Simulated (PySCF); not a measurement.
Geometries of 3 isomers of [C3H2FN2]- (charge -1), from PBE0-D3(BJ)/def2-SVP geometry optimisation, gas phase in PySCF 2.14.0. One conformer each, no zero-point energy, no frequencies.

Problem. Which is lowest in electronic energy at this level?
A.
```xyz
8
angstrom
F      1.760    0.099   -1.113
C      0.613    0.037   -0.390
C     -0.030   -1.104    0.092
N     -1.141   -0.729    0.761
N     -1.235    0.606    0.727
C     -0.185    1.099    0.037
H      0.259   -2.153   -0.017
H     -0.045    2.171   -0.125
```
B.
```xyz
8
angstrom
F      2.233    0.235    0.836
C      0.974   -0.085    0.457
C      0.107    0.723   -0.283
C     -1.022   -0.119   -0.354
N     -0.805   -1.277    0.282
N      0.451   -1.249    0.790
H      0.273    1.720   -0.690
H     -1.983    0.077   -0.843
```
C.
```xyz
8
angstrom
F     -1.552   -1.307    1.113
C     -0.617   -0.585    0.449
C     -0.577    0.795    0.295
N      0.537    1.087   -0.443
C      1.070   -0.118   -0.672
N      0.413   -1.180   -0.152
H     -1.269    1.555    0.666
H      1.994   -0.245   -1.250
```

Solution. C. That is `n1c[n-]cc1F`, 16.9 kcal/mol below the next.

```csv
SMILES,atoms numbered as above,E (Eh),relative (kcal/mol),relative (kJ/mol),dipole about centre of mass (D)
Fc1c[n-]cn1,[F:1][c:2]1[cH:3][n-:4][cH:5][n:6]1,-324.29835,0.0,0.0,1.90
Fc1ccn[n-]1,[F:1][c:2]1[cH:3][cH:4][n:5][n-:6]1,-324.27142,16.9,70.7,3.21
Fc1cn[n-]c1,[F:1][c:2]1[cH:3][n:4][n-:5][cH:6]1,-324.26077,23.6,98.7,3.95
```

As drawn, the highest has an N–N linkage, which the lowest lacks.
